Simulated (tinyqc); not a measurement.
MP2 on RHF in the sto-6g basis, frozen core, for BH3, spin multiplicity 1, step by step (part 1 of 2). Computed by tinyqc, a small Python program that keeps every step (integrals from PySCF). Settings: charge = 0, multiplicity = 1, basis = sto-6g, method = RHF, frozen orbitals = 1, energy threshold = 1e-10, iteration cap = 53, orthogonalisation = canonical, start = atomic densities, DIIS depth = 6. Command: `OMP_NUM_THREADS=1 python tinyqc.py 27750 27751 out.jsonl` (the two numbers bound the seeds that draw the settings). One thread of a shared host (Intel(R) Xeon(R) Processor @ 2.60GHz), about 0.2 s of CPU time with the checks. The early iterations of the SCF are left out here.

## One-electron integrals

Geometry (angstrom):
```
atom,x,y,z
B,0.0000,0.0000,0.0130
H,1.1620,0.0000,0.0000
H,-0.5810,1.0060,0.0000
H,-0.5810,-1.0060,0.0000
```

Basis sto-6g: exponents (1/bohr^2) and contraction coefficients of normalised primitives:
```
element,l (shell),exponent,coefficient
B,s (1),506.0111,0.0092
B,s (1),92.7768,0.0494
B,s (1),25.9557,0.1685
B,s (1),8.9164,0.3706
B,s (1),3.4625,0.4165
B,s (1),1.4261,0.1303
B,s (2),23.1946,-0.0133
B,s (2),4.5908,-0.0470
B,s (2),1.4268,-0.0338
B,s (2),0.5489,0.2502
B,s (2),0.2384,0.5951
B,s (2),0.1093,0.2407
B,p (3),23.1946,0.0038
B,p (3),4.5908,0.0377
B,p (3),1.4268,0.1739
B,p (3),0.5489,0.4180
B,p (3),0.2384,0.4259
B,p (3),0.1093,0.1017
H,s (1),35.5232,0.0092
H,s (1),6.5131,0.0494
H,s (1),1.8221,0.1685
H,s (1),0.6260,0.3706
H,s (1),0.2431,0.4165
H,s (1),0.1001,0.1303
```

Overlap, kinetic and nuclear-attraction integrals over the contracted functions; the nuclear repulsion is the sum of Za Zb / Rab.

nuclear repulsion = 7.620600 hartree

overlap S, lower triangle:
```
,1B 1s,1B 2s,1B 2px,1B 2py,1B 2pz,2H 1s,3H 1s,4H 1s
1B 1s,1.0000
1B 2s,0.2649,1.0000
1B 2px,0.0000,0.0000,1.0000
1B 2py,0.0000,0.0000,0.0000,1.0000
1B 2pz,0.0000,0.0000,0.0000,0.0000,1.0000
2H 1s,0.0736,0.4907,0.4974,0.0000,-0.0056,1.0000
3H 1s,0.0736,0.4908,-0.2488,0.4308,-0.0056,0.1175,1.0000
4H 1s,0.0736,0.4908,-0.2488,-0.4308,-0.0056,0.1175,0.1176,1.0000
```

kinetic energy T (hartree), lower triangle:
```
,1B 1s,1B 2s,1B 2px,1B 2py,1B 2pz,2H 1s,3H 1s,4H 1s
1B 1s,10.9472
1B 2s,-0.3339,0.3745
1B 2px,0.0000,0.0000,1.1250
1B 2py,0.0000,0.0000,0.0000,1.1250
1B 2pz,0.0000,0.0000,0.0000,0.0000,1.1250
2H 1s,-0.0102,0.0955,0.2443,0.0000,-0.0027,0.7685
3H 1s,-0.0102,0.0955,-0.1223,0.2117,-0.0027,-0.0117,0.7685
4H 1s,-0.0102,0.0955,-0.1223,-0.2117,-0.0027,-0.0117,-0.0117,0.7685
```

nuclear attraction V (hartree), lower triangle:
```
,1B 1s,1B 2s,1B 2px,1B 2py,1B 2pz,2H 1s,3H 1s,4H 1s
1B 1s,-24.7581
1B 2s,-3.1061,-5.0624
1B 2px,0.0000,0.0001,-5.1253
1B 2py,0.0000,0.0000,0.0000,-5.1253
1B 2pz,0.0007,0.0056,0.0000,0.0000,-4.9363
2H 1s,-0.9524,-2.2025,-2.1161,0.0000,0.0249,-4.0055
3H 1s,-0.9530,-2.2033,1.0586,-1.8330,0.0249,-0.5101,-4.0061
4H 1s,-0.9530,-2.2033,1.0586,1.8330,0.0249,-0.5101,-0.5105,-4.0061
```

core Hamiltonian H = T + V (hartree), lower triangle:
```
,1B 1s,1B 2s,1B 2px,1B 2py,1B 2pz,2H 1s,3H 1s,4H 1s
1B 1s,-13.8108
1B 2s,-3.4400,-4.6879
1B 2px,0.0000,0.0001,-4.0003
1B 2py,0.0000,0.0000,0.0000,-4.0003
1B 2pz,0.0007,0.0056,0.0000,0.0000,-3.8112
2H 1s,-0.9626,-2.1070,-1.8718,0.0000,0.0221,-3.2370
3H 1s,-0.9632,-2.1078,0.9364,-1.6213,0.0222,-0.5218,-3.2376
4H 1s,-0.9632,-2.1078,0.9364,1.6213,0.0222,-0.5218,-0.5222,-3.2376
```

## Two-electron integrals

Functions are numbered as in S; the eight-fold symmetry (ij|kl) = (ji|kl) = (kl|ij) leaves the list below.

Two-electron integrals (ij|kl) in chemists' order, unique and non-zero (hartree):
```
i,j,k,l,(ij|kl)
1,1,1,1,2.9250
2,1,1,1,0.4808
2,1,2,1,0.0995
2,2,1,1,0.7434
2,2,2,1,0.1890
2,2,2,2,0.5449
3,1,3,1,0.0211
3,2,3,1,0.0309
3,2,3,2,0.1204
3,3,1,1,0.7434
3,3,2,1,0.1890
3,3,2,2,0.5449
3,3,3,3,0.5871
4,1,4,1,0.0211
4,2,4,1,0.0309
4,2,4,2,0.1204
4,3,4,3,0.0316
4,4,1,1,0.7434
4,4,2,1,0.1890
4,4,2,2,0.5449
4,4,3,3,0.5238
4,4,4,4,0.5871
5,1,5,1,0.0211
5,2,5,1,0.0309
5,2,5,2,0.1204
5,3,5,3,0.0316
5,4,5,4,0.0316
5,5,1,1,0.7434
5,5,2,1,0.1890
5,5,2,2,0.5449
5,5,3,3,0.5238
5,5,4,4,0.5238
5,5,5,5,0.5871
6,1,1,1,0.1391
6,1,2,1,0.0278
6,1,2,2,0.0523
6,1,3,1,0.0022
6,1,3,2,0.0041
6,1,3,3,0.0529
6,1,4,4,0.0520
6,1,5,1,-2.44e-05
6,1,5,2,-4.60e-05
6,1,5,3,-9.58e-06
6,1,5,5,0.0520
6,1,6,1,0.0081
6,2,1,1,0.2976
6,2,2,1,0.0767
6,2,2,2,0.2393
6,2,3,1,0.0090
6,2,3,2,0.0503
6,2,3,3,0.2521
6,2,4,4,0.2328
6,2,5,1,-1.00e-04
6,2,5,2,-0.0006
6,2,5,3,-2.15e-04
6,2,5,5,0.2328
6,2,6,1,0.0227
6,2,6,2,0.1391
6,3,1,1,0.2675
6,3,2,1,0.0700
6,3,2,2,0.2301
6,3,3,1,0.0156
6,3,3,2,0.0819
6,3,3,3,0.2545
6,3,4,4,0.2179
6,3,5,1,-7.92e-05
6,3,5,2,-4.97e-04
6,3,5,3,-3.00e-04
6,3,5,5,0.2179
6,3,6,1,0.0219
6,3,6,2,0.1570
6,3,6,3,0.1900
6,4,4,1,0.0085
6,4,4,2,0.0375
6,4,4,3,0.0097
6,4,5,4,-1.09e-04
6,4,6,4,0.0164
6,5,1,1,-0.0030
6,5,2,1,-0.0008
6,5,2,2,-0.0026
6,5,3,1,-7.92e-05
6,5,3,2,-4.97e-04
6,5,3,3,-0.0026
6,5,4,4,-0.0024
6,5,5,1,0.0085
6,5,5,2,0.0375
6,5,5,3,0.0097
6,5,5,5,-0.0027
6,5,6,1,-2.45e-04
6,5,6,2,-0.0018
6,5,6,3,-0.0019
6,5,6,5,0.0164
6,6,1,1,0.4473
6,6,2,1,0.1178
6,6,2,2,0.4115
6,6,3,1,0.0179
6,6,3,2,0.1285
6,6,3,3,0.4606
6,6,4,4,0.3869
6,6,5,1,-2.00e-04
6,6,5,2,-0.0014
6,6,5,3,-0.0008
6,6,5,5,0.3869
6,6,6,1,0.0358
6,6,6,2,0.2966
6,6,6,3,0.3658
6,6,6,5,-0.0041
6,6,6,6,0.7750
7,1,1,1,0.1392
7,1,2,1,0.0279
7,1,2,2,0.0523
7,1,3,1,-0.0011
7,1,3,2,-0.0021
7,1,3,3,0.0522
7,1,4,1,0.0019
7,1,4,2,0.0036
7,1,4,3,-3.71e-04
7,1,4,4,0.0527
7,1,5,1,-2.44e-05
7,1,5,2,-4.61e-05
7,1,5,3,4.79e-06
7,1,5,4,-8.30e-06
7,1,5,5,0.0520
7,1,6,1,0.0077
7,1,6,2,0.0206
7,1,6,3,0.0183
7,1,6,4,0.0009
7,1,6,5,-2.22e-04
7,1,6,6,0.0313
7,1,7,1,0.0081
7,2,1,1,0.2977
7,2,2,1,0.0767
7,2,2,2,0.2393
7,2,3,1,-0.0045
7,2,3,2,-0.0252
7,2,3,3,0.2377
7,2,4,1,0.0078
7,2,4,2,0.0436
7,2,4,3,-0.0083
7,2,4,4,0.2474
7,2,5,1,-1.00e-04
7,2,5,2,-0.0006
7,2,5,3,1.08e-04
7,2,5,4,-1.87e-04
7,2,5,5,0.2329
7,2,6,1,0.0206
7,2,6,2,0.0955
7,2,6,3,0.0854
7,2,6,4,0.0115
7,2,6,5,-0.0012
7,2,6,6,0.1581
7,2,7,1,0.0227
7,2,7,2,0.1392
7,3,1,1,-0.1338
7,3,2,1,-0.0350
7,3,2,2,-0.1151
7,3,3,1,0.0103
7,3,3,2,0.0486
7,3,3,3,-0.1209
7,3,4,1,-0.0031
7,3,4,2,-0.0192
7,3,4,3,0.0121
7,3,4,4,-0.1154
7,3,5,1,3.96e-05
7,3,5,2,2.49e-04
7,3,5,3,-1.57e-04
7,3,5,4,8.31e-05
7,3,5,5,-0.1090
7,3,6,1,-0.0083
7,3,6,2,-0.0327
7,3,6,3,-0.0203
7,3,6,4,-0.0028
7,3,6,5,3.97e-04
7,3,6,6,-0.0453
7,3,7,1,-0.0110
7,3,7,2,-0.0786
7,3,7,3,0.0598
7,4,1,1,0.2317
7,4,2,1,0.0606
7,4,2,2,0.1993
7,4,3,1,-0.0031
7,4,3,2,-0.0192
7,4,3,3,0.1925
7,4,4,1,0.0138
7,4,4,2,0.0708
7,4,4,3,-0.0113
7,4,4,4,0.2167
7,4,5,1,-6.86e-05
7,4,5,2,-4.30e-04
7,4,5,3,8.31e-05
7,4,5,4,-2.52e-04
7,4,5,5,0.1887
7,4,6,1,0.0163
7,4,6,2,0.0796
7,4,6,3,0.0709
7,4,6,4,0.0190
7,4,6,5,-0.0010
7,4,6,6,0.1319
7,4,7,1,0.0190
7,4,7,2,0.1361
7,4,7,3,-0.0752
7,4,7,4,0.1466
7,5,1,1,-0.0030
7,5,2,1,-0.0008
7,5,2,2,-0.0026
7,5,3,1,3.96e-05
7,5,3,2,2.49e-04
7,5,3,3,-0.0025
7,5,4,1,-6.86e-05
7,5,4,2,-4.30e-04
7,5,4,3,8.31e-05
7,5,4,4,-0.0026
7,5,5,1,0.0085
7,5,5,2,0.0375
7,5,5,3,-0.0049
7,5,5,4,0.0084
7,5,5,5,-0.0027
7,5,6,1,-2.22e-04
7,5,6,2,-0.0012
7,5,6,3,-0.0010
7,5,6,4,-1.37e-04
7,5,6,5,0.0103
7,5,6,6,-0.0020
7,5,7,1,-2.45e-04
7,5,7,2,-0.0018
7,5,7,3,0.0010
7,5,7,4,-0.0017
7,5,7,5,0.0164
7,6,1,1,0.0690
7,6,2,1,0.0178
7,6,2,2,0.0559
7,6,3,1,0.0009
7,6,3,2,0.0049
7,6,3,3,0.0564
7,6,4,1,0.0015
7,6,4,2,0.0085
7,6,4,3,3.93e-04
7,6,4,4,0.0569
7,6,5,1,-3.92e-05
7,6,5,2,-2.21e-04
7,6,5,3,-3.12e-05
7,6,5,4,-5.40e-05
7,6,5,5,0.0543
7,6,6,1,0.0051
7,6,6,2,0.0281
7,6,6,3,0.0293
7,6,6,4,0.0030
7,6,6,5,-3.86e-04
7,6,6,6,0.0545
7,6,7,1,0.0051
7,6,7,2,0.0281
7,6,7,3,-0.0120
7,6,7,4,0.0269
7,6,7,5,-3.86e-04
7,6,7,6,0.0070
7,7,1,1,0.4474
7,7,2,1,0.1178
7,7,2,2,0.4115
7,7,3,1,-0.0089
7,7,3,2,-0.0643
7,7,3,3,0.4054
7,7,4,1,0.0155
7,7,4,2,0.1113
7,7,4,3,-0.0319
7,7,4,4,0.4422
7,7,5,1,-2.00e-04
7,7,5,2,-0.0014
7,7,5,3,4.12e-04
7,7,5,4,-0.0007
7,7,5,5,0.3870
7,7,6,1,0.0313
7,7,6,2,0.1581
7,7,6,3,0.1368
7,7,6,4,0.0267
7,7,6,5,-0.0020
7,7,6,6,0.2621
7,7,7,1,0.0359
7,7,7,2,0.2967
7,7,7,3,-0.1830
7,7,7,4,0.3168
7,7,7,5,-0.0041
7,7,7,6,0.0545
7,7,7,7,0.7750
8,1,1,1,0.1392
8,1,2,1,0.0279
8,1,2,2,0.0523
8,1,3,1,-0.0011
8,1,3,2,-0.0021
8,1,3,3,0.0522
8,1,4,1,-0.0019
8,1,4,2,-0.0036
8,1,4,3,3.71e-04
8,1,4,4,0.0527
8,1,5,1,-2.44e-05
8,1,5,2,-4.61e-05
8,1,5,3,4.79e-06
8,1,5,4,8.30e-06
8,1,5,5,0.0520
8,1,6,1,0.0077
8,1,6,2,0.0206
8,1,6,3,0.0183
8,1,6,4,-0.0009
8,1,6,5,-2.22e-04
8,1,6,6,0.0313
8,1,7,1,0.0077
8,1,7,2,0.0206
8,1,7,3,-0.0099
8,1,7,4,0.0154
8,1,7,5,-2.23e-04
8,1,7,6,0.0047
8,1,7,7,0.0313
8,1,8,1,0.0081
8,2,1,1,0.2977
8,2,2,1,0.0767
8,2,2,2,0.2393
8,2,3,1,-0.0045
8,2,3,2,-0.0252
8,2,3,3,0.2377
8,2,4,1,-0.0078
8,2,4,2,-0.0436
8,2,4,3,0.0083
8,2,4,4,0.2474
8,2,5,1,-1.00e-04
8,2,5,2,-0.0006
8,2,5,3,1.08e-04
8,2,5,4,1.87e-04
8,2,5,5,0.2329
8,2,6,1,0.0206
8,2,6,2,0.0955
8,2,6,3,0.0854
8,2,6,4,-0.0115
8,2,6,5,-0.0012
8,2,6,6,0.1581
8,2,7,1,0.0206
8,2,7,2,0.0955
8,2,7,3,-0.0526
8,2,7,4,0.0682
8,2,7,5,-0.0012
8,2,7,6,0.0210
8,2,7,7,0.1582
8,2,8,1,0.0227
8,2,8,2,0.1392
8,3,1,1,-0.1338
8,3,2,1,-0.0350
8,3,2,2,-0.1151
8,3,3,1,0.0103
8,3,3,2,0.0486
8,3,3,3,-0.1209
8,3,4,1,0.0031
8,3,4,2,0.0192
8,3,4,3,-0.0121
8,3,4,4,-0.1154
8,3,5,1,3.96e-05
8,3,5,2,2.49e-04
8,3,5,3,-1.57e-04
8,3,5,4,-8.31e-05
8,3,5,5,-0.1090
8,3,6,1,-0.0083
8,3,6,2,-0.0327
8,3,6,3,-0.0203
8,3,6,4,0.0028
8,3,6,5,3.97e-04
8,3,6,6,-0.0453
8,3,7,1,-0.0099
8,3,7,2,-0.0526
8,3,7,3,0.0387
8,3,7,4,-0.0368
8,3,7,5,0.0006
8,3,7,6,-0.0090
8,3,7,7,-0.0916
8,3,8,1,-0.0110
8,3,8,2,-0.0786
8,3,8,3,0.0598
8,4,1,1,-0.2317
8,4,2,1,-0.0606
8,4,2,2,-0.1993
8,4,3,1,0.0031
8,4,3,2,0.0192
8,4,3,3,-0.1925
8,4,4,1,0.0138
8,4,4,2,0.0708
8,4,4,3,-0.0113
8,4,4,4,-0.2167
8,4,5,1,6.86e-05
8,4,5,2,4.30e-04
8,4,5,3,-8.31e-05
8,4,5,4,-2.52e-04
8,4,5,5,-0.1887
8,4,6,1,-0.0163
8,4,6,2,-0.0796
8,4,6,3,-0.0709
8,4,6,4,0.0190
8,4,6,5,0.0010
8,4,6,6,-0.1319
8,4,7,1,-0.0154
8,4,7,2,-0.0682
8,4,7,3,0.0368
8,4,7,4,-0.0399
8,4,7,5,0.0008
8,4,7,6,-0.0156
8,4,7,7,-0.1051
8,4,8,1,-0.0190
8,4,8,2,-0.1361
8,4,8,3,0.0752
8,4,8,4,0.1466
8,5,1,1,-0.0030
8,5,2,1,-0.0008
8,5,2,2,-0.0026
8,5,3,1,3.96e-05
8,5,3,2,2.49e-04
8,5,3,3,-0.0025
8,5,4,1,6.86e-05
8,5,4,2,4.30e-04
8,5,4,3,-8.31e-05
8,5,4,4,-0.0026
8,5,5,1,0.0085
8,5,5,2,0.0375
8,5,5,3,-0.0049
8,5,5,4,-0.0084
8,5,5,5,-0.0027
8,5,6,1,-2.22e-04
8,5,6,2,-0.0012
8,5,6,3,-0.0010
8,5,6,4,1.37e-04
8,5,6,5,0.0103
8,5,6,6,-0.0020
8,5,7,1,-2.23e-04
8,5,7,2,-0.0012
8,5,7,3,0.0006
8,5,7,4,-0.0008
8,5,7,5,0.0104
8,5,7,6,-2.81e-04
8,5,7,7,-0.0021
8,5,8,1,-2.45e-04
8,5,8,2,-0.0018
8,5,8,3,0.0010
8,5,8,4,0.0017
8,5,8,5,0.0164
8,6,1,1,0.0690
8,6,2,1,0.0178
8,6,2,2,0.0559
8,6,3,1,0.0009
8,6,3,2,0.0049
8,6,3,3,0.0564
8,6,4,1,-0.0015
8,6,4,2,-0.0085
8,6,4,3,-3.93e-04
8,6,4,4,0.0569
8,6,5,1,-3.92e-05
8,6,5,2,-2.21e-04
8,6,5,3,-3.12e-05
8,6,5,4,5.40e-05
8,6,5,5,0.0543
8,6,6,1,0.0051
8,6,6,2,0.0281
8,6,6,3,0.0293
8,6,6,4,-0.0030
8,6,6,5,-3.86e-04
8,6,6,6,0.0545
8,6,7,1,0.0047
8,6,7,2,0.0210
8,6,7,3,-0.0090
8,6,7,4,0.0156
8,6,7,5,-2.81e-04
8,6,7,6,0.0055
8,6,7,7,0.0341
8,6,8,1,0.0051
8,6,8,2,0.0281
8,6,8,3,-0.0120
8,6,8,4,-0.0269
8,6,8,5,-3.86e-04
8,6,8,6,0.0070
8,7,1,1,0.0691
8,7,2,1,0.0178
8,7,2,2,0.0559
8,7,3,1,-0.0018
8,7,3,2,-0.0099
8,7,3,3,0.0571
8,7,4,4,0.0562
8,7,5,1,-3.92e-05
8,7,5,2,-2.21e-04
8,7,5,3,6.24e-05
8,7,5,5,0.0543
8,7,6,1,0.0047
8,7,6,2,0.0210
8,7,6,3,0.0180
8,7,6,5,-2.81e-04
8,7,6,6,0.0341
8,7,7,1,0.0051
8,7,7,2,0.0281
8,7,7,3,-0.0173
8,7,7,4,0.0239
8,7,7,5,-3.87e-04
8,7,7,6,0.0055
8,7,7,7,0.0545
8,7,8,1,0.0051
8,7,8,2,0.0281
8,7,8,3,-0.0173
8,7,8,4,-0.0239
8,7,8,5,-3.87e-04
8,7,8,6,0.0055
8,7,8,7,0.0070
8,8,1,1,0.4474
8,8,2,1,0.1178
8,8,2,2,0.4115
8,8,3,1,-0.0089
8,8,3,2,-0.0643
8,8,3,3,0.4054
8,8,4,1,-0.0155
8,8,4,2,-0.1113
8,8,4,3,0.0319
8,8,4,4,0.4422
8,8,5,1,-2.00e-04
8,8,5,2,-0.0014
8,8,5,3,4.12e-04
8,8,5,4,0.0007
8,8,5,5,0.3870
8,8,6,1,0.0313
8,8,6,2,0.1581
8,8,6,3,0.1368
8,8,6,4,-0.0267
8,8,6,5,-0.0020
8,8,6,6,0.2621
8,8,7,1,0.0313
8,8,7,2,0.1582
8,8,7,3,-0.0916
8,8,7,4,0.1051
8,8,7,5,-0.0021
8,8,7,6,0.0341
8,8,7,7,0.2621
8,8,8,1,0.0359
8,8,8,2,0.2967
8,8,8,3,-0.1830
8,8,8,4,-0.3168
8,8,8,5,-0.0041
8,8,8,6,0.0545
8,8,8,7,0.0545
8,8,8,8,0.7750
```

## Orthogonalisation

S = U s U^T; canonical form X = U s^(-1/2), so that X^T S X = 1. Each column of U has its largest component positive (the first on a tie).

eigenvalues of S: 0.2406  0.3291  0.3291  0.9483  1.0002  1.5533  1.5534  2.0460

X:
```
,1,2,3,4,5,6,7,8
1B 1s,-0.3253,0.0000,-0.0004,0.9787,0.0528,0.0000,0.0001,0.1760
1B 2s,1.5501,0.0000,0.0014,-0.0454,0.0080,0.0000,0.0002,0.4530
1B 2px,-0.0015,0.0000,1.1719,0.0000,0.0000,0.0000,0.5939,-0.0001
1B 2py,0.0000,1.1719,0.0000,0.0000,0.0000,0.5940,0.0000,0.0000
1B 2pz,-0.0163,0.0000,0.0000,-0.0564,0.9984,0.0000,0.0000,-0.0046
2H 1s,-0.7397,0.0000,-1.0542,-0.1745,-0.0095,0.0000,0.4405,0.2900
3H 1s,-0.7416,-0.9125,0.5261,-0.1745,-0.0095,0.3814,-0.2201,0.2902
4H 1s,-0.7416,0.9125,0.5261,-0.1745,-0.0095,-0.3814,-0.2201,0.2902
```

## Starting guess

The start is atomic minimal-basis densities projected into this basis (PySCF's MINAO start) and scaled to the electron count of each spin; this density is not idempotent, so its energy is not variational and may lie below the converged one.

D at the start, lower triangle:
```
,1B 1s,1B 2s,1B 2px,1B 2py,1B 2pz,2H 1s,3H 1s,4H 1s
1B 1s,2.1593
1B 2s,-0.4941,1.8635
1B 2px,0.0000,0.0000,0.2624
1B 2py,0.0000,0.0000,0.0000,0.2625
1B 2pz,-0.0007,0.0023,0.0000,0.0000,0.3199
2H 1s,-0.0409,0.1488,0.0528,0.0000,-0.0004,0.9334
3H 1s,-0.0409,0.1489,-0.0264,0.0457,-0.0004,0.0229,0.9334
4H 1s,-0.0409,0.1489,-0.0264,-0.0457,-0.0004,0.0229,0.0229,0.9334
```

## Iteration 7 (converged): orbitals

converged F (hartree), lower triangle:
```
,1B 1s,1B 2s,1B 2px,1B 2py,1B 2pz,2H 1s,3H 1s,4H 1s
1B 1s,-7.5208
1B 2s,-2.1138,-1.0670
1B 2px,0.0000,0.0001,-0.2225
1B 2py,0.0000,0.0000,0.0000,-0.2226
1B 2pz,-0.0002,0.0039,0.0000,0.0000,0.2328
2H 1s,-0.5935,-0.5863,-0.4024,0.0000,0.0036,-0.4271
3H 1s,-0.5939,-0.5865,0.2013,-0.3485,0.0036,-0.1736,-0.4272
4H 1s,-0.5939,-0.5865,0.2013,0.3485,0.0036,-0.1736,-0.1737,-0.4272
```

Diagonalise F' = X^T F X, C = X C', fill 4 alpha and 4 beta electrons from the bottom; D = 2 C_occ C_occ^T. Each column has its largest component positive (the first on a tie).

F' = X^T F X (hartree), lower triangle:
```
,1,2,3,4,5,6,7,8
1,0.6792
2,0.0000,0.7630
3,-0.0003,0.0000,0.7629
4,0.5385,0.0000,0.0009,-6.5076
5,0.0270,0.0000,0.0000,-0.3844,0.2109
6,0.0000,0.0878,0.0000,0.0000,0.0000,-0.4681
7,-0.0001,0.0000,0.0878,-0.0008,0.0000,0.0000,-0.4681
8,0.1152,0.0000,0.0002,-2.3649,-0.1379,0.0000,-0.0003,-1.6287
```

orbital energies (hartree): MO1 -7.5233, MO2 -0.6774, MO3 -0.4744, MO4 -0.4744, MO5 0.2328, MO6 0.7217, MO7 0.7692, MO8 0.7692

coefficients C:
```
,MO1,MO2,MO3,MO4,MO5,MO6,MO7,MO8
1B 1s,0.9942,-0.2206,0.0000,-0.0001,-0.0042,-0.2457,0.0010,0.0000
1B 2s,0.0251,0.5418,0.0000,0.0002,0.0199,1.5217,-0.0068,0.0000
1B 2px,0.0000,-0.0001,0.0000,0.5096,0.0000,0.0050,1.2110,0.0000
1B 2py,0.0000,0.0000,0.5096,0.0000,0.0000,0.0000,0.0000,1.2110
1B 2pz,-0.0001,-0.0022,0.0000,0.0000,0.9998,-0.0234,0.0001,0.0000
2H 1s,-0.0045,0.2830,0.0000,0.5140,-0.0062,-0.7681,-1.0164,0.0000
3H 1s,-0.0045,0.2832,0.4450,-0.2569,-0.0062,-0.7618,0.5133,-0.8832
4H 1s,-0.0045,0.2832,-0.4450,-0.2569,-0.0062,-0.7618,0.5133,0.8832
```

D after iteration 7, lower triangle:
```
,1B 1s,1B 2s,1B 2px,1B 2py,1B 2pz,2H 1s,3H 1s,4H 1s
1B 1s,2.0741
1B 2s,-0.1892,0.5884
1B 2px,0.0000,0.0001,0.5193
1B 2py,0.0000,0.0000,0.0000,0.5193
1B 2pz,0.0009,-0.0024,0.0000,0.0000,0.0000
2H 1s,-0.1338,0.3066,0.5237,0.0000,-0.0012,0.6885
3H 1s,-0.1338,0.3065,-0.2618,0.4536,-0.0012,-0.1037,0.6885
4H 1s,-0.1338,0.3065,-0.2618,-0.4536,-0.0012,-0.1037,-0.1038,0.6885
```

Within a degenerate level the vectors are fixed only up to a rotation; this is one choice.

## Convergence

Stop when the energy changes by less than 1e-10 hartree and every element of the error matrix X^T (F D S - S D F) X is below 3e-06.

Course of the cycle:
```
iteration,E (hartree),change,largest element of the error matrix
1,-26.252564,-,1.20e+00
2,-26.313580,-6.10e-02,1.26e-01
3,-26.330188,-1.66e-02,2.87e-02
4,-26.330995,-8.07e-04,3.70e-03
5,-26.331006,-1.09e-05,3.96e-05
6,-26.331006,-1.59e-09,5.56e-06
7,-26.331006,-4.03e-11,4.47e-08
```

PySCF RHF in the same basis = -26.331006 hartree

Converged in 7 iterations.

## Populations, bond orders and dipole

Mulliken: Z minus the diagonal of D S on the atom; Loewdin: the same with S^(1/2) D S^(1/2); Mayer order: 2 sum_s sum (D(s) S)_ij (D(s) S)_ji over the two atoms.

Charges (e):
```
atom,Mulliken,Loewdin
1B,0.1957,0.1663
2H,-0.0652,-0.0554
3H,-0.0652,-0.0554
4H,-0.0652,-0.0554
```

Mayer bond orders:
```
pair,order
2-1,0.9945
3-1,0.9945
3-2,0.0006
4-1,0.9945
4-2,0.0006
4-3,0.0006
```

dipole moment about the origin, x y z (debye): 0.0001  0.0000  0.0407
